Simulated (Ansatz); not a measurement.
Relaxation of ClFH3Si (6 atoms, charge 0, multiplicity 2), to a largest force component of 0.03 eV/Å in at most 50 steps.

All numbers below come from UKS LDA/def2-SVP (Ansatz 0.2.0).

```xyz
6
Properties=species:S:1:pos:R:3
Si -0.144 0.000 0.227
Cl -1.699 0.000 1.643
H 1.443 0.000 1.838
H -0.225 1.256 -0.600
H -0.225 -1.256 -0.600
F 0.851 0.000 2.594
```

Problem. Where does it end, and by what steps?

Solution. It converged. The force dipped under the threshold on the way, but the program's further checks kept it going. After 21 steps the energy has fallen by 0.229 eV; F6 moved furthest, 0.72 Å.

```csv
step,energy less start (eV),largest force component (eV/Å),accepted
0,0.0000,0.902,yes
1,-0.1424,0.453,yes
2,-0.1586,0.680,yes
3,-0.0949,2.900,no
4,-0.1706,0.147,yes
5,-0.1739,0.044,yes
6,-0.1751,0.081,yes
7,-0.1755,0.028,yes
8,-0.1757,0.074,yes
9,-0.1760,0.028,yes
10,-0.1314,1.723,no
11,-0.1762,0.465,yes
12,-0.1806,0.451,yes
13,-0.1921,0.480,yes
14,-0.1160,1.754,no
15,-0.2087,0.253,yes
16,-0.2199,0.153,yes
17,-0.2230,0.098,yes
18,-0.2256,0.351,yes
19,-0.2293,0.024,yes
20,-0.2287,0.241,no
21,-0.2295,0.026,yes
```

```xyz
6
Properties=species:S:1:pos:R:3
Si -0.239 0.183 0.304
Cl -1.981 0.150 1.393
H 1.282 0.273 1.984
H -0.421 1.155 -0.838
H 0.066 -1.204 -0.195
F 1.294 -0.556 2.453
```

Whether the end is a true minimum wasn't checked by a vibrational analysis.

Time of the run: 34 s on 1 thread of AMD EPYC 7R43 64-Core Processor (Zen 3), with other jobs on the host, peak memory 0.14 GiB.
